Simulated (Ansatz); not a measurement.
# H5Si2, SMILES [SiH2][SiH3]: a ladder of basis sets

With the Python package of Ansatz (0.2.0).

`h5si2.xyz`
```text
7

Si   -0.15180   -1.41230   -0.21250
Si    0.34370    0.85530   -0.07290
H    -0.05970   -2.05980    1.06740
H    -1.53190   -1.54160   -0.68180
H     0.19380    1.50860   -1.41480
H    -0.52400    1.57080    0.91010
H     1.79110    1.01100    0.35890
```

Interactive session:
```pycon
>>> import ansatz
>>> XC = "pbe0"
>>> h5si2 = ansatz.Crystal.molecule_from_extxyz("h5si2.xyz")
>>> job = (
...     h5si2.calculation()
...     .functional(XC)
...     .spin("collinear", total=1)
... )
>>> energies = {}
>>> for basis in ["cc-pVDZ", "cc-pVTZ"]:
...     r = job.basis(gaussian=basis).run(threads=1, pin="off").report
...     size = r["n_frozen"] + r["n_occupied"][0] + r["n_virtual"][0]
...     energies[basis] = (r["reference_energy_ev"] / 27.211386246, r["free_energy_ev"] / 27.211386246)
...     print(f"{basis:14s} {size:4d} orbitals  reference {energies[basis][0]:14.6f} Ha  total {energies[basis][1]:14.6f} Ha")
...
cc-pVDZ          61 orbitals  reference    -581.670866 Ha  total    -581.670866 Ha
cc-pVTZ         138 orbitals  reference    -581.698887 Ha  total    -581.698887 Ha
>>> last = energies["cc-pVTZ"][1]
>>> for basis, (_, total) in energies.items():
...     print(f"{basis:14s} lies {27.211386 * (total - last):9.4f} eV above cc-pVTZ")
...
cc-pVDZ        lies    0.7625 eV above cc-pVTZ
cc-pVTZ        lies    0.0000 eV above cc-pVTZ
```

Against cc-pVDZ: cc-pVTZ -28.0 mHa. The last step alone is -28.02 mHa. From the first set to the last the time grows from 1.6 to 3.2 s.

Reading the output:
- The settings weren't tested for convergence.
- The geometry is a force-field or estimated start, not a minimum of this method, and the last set is no limit. Much of the fall in a total is atomic energy, which cancels in bond and reaction energies.
- The species is open-shell (spin multiplicity 2).
- For Al to Cl the sets with a tight d function, cc-pV(X+d)Z, are usual.
- Finished in 5.2 s on 1 thread of Intel(R) Xeon(R) Processor @ 2.30GHz, on a shared host, peak memory 0.37 GiB.
